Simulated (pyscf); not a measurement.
Thermochemistry of product channels of `[Cl][GaH][Cl]` + `[CH3]` [doublet] on the doublet surface, in kJ/mol, from CCSD(T)/def2-TZVPP + ΔMP2(QZVPP) energies (ideal gas, 1 atm, RRHO with modes under 100 cm⁻¹ raised to 100, one conformer, R ln 2 for chiral ones without a mode under 150 cm⁻¹). Optimised with ωB97X-D3(BJ)/def2-SVP in PySCF. Correlated levels are frozen-core, on RHF or UHF. ΔMP2 is the change of the MP2 total energy from the triple- to the quadruple-zeta basis.

```csv
products,ΔE,ΔH(298 K),ΔG(900 K),ΔG(1200 K)
`[Cl]` [doublet] + `[Cl][GaH2]` + `[CH2]` [triplet],+574.7,+559.1,+446.3,___
`[Cl][Ga][Cl]` [doublet] + `[CH4]`,___,-99.9,-88.6,-82.1
`[CH3][Ga]([Cl])[Cl]` + `[H]` [doublet],+8.7,+8.8,+32.5,+37.3
`[CH3][Cl]` + `[Cl][GaH]` [doublet],___,+90.6,+88.0,+89.4
```

### Question
Fill in the missing entries.

### Answer

- `[Cl]` [doublet] + `[Cl][GaH2]` + `[CH2]` [triplet], ΔG(1200 K): +408.1
- `[Cl][Ga][Cl]` [doublet] + `[CH4]`, ΔE: -118.9
- `[CH3][Cl]` + `[Cl][GaH]` [doublet], ΔE: +80.6

These are energies of the channels, which say nothing of barriers. The CCSD(T) − MP2 part came from Ansatz, without density fitting, on the same reference. The frozen core leaves the outer d or s,p core shells of the metals and heavy elements correlated in the MP2 and CC values, and def2-TZVPP describes them poorly, which can shift differences by a few kcal/mol. Left out: orbital degeneracy and the spin-orbit lowering of Cl. Elements up to Kr have no core potential and no relativistic terms here.
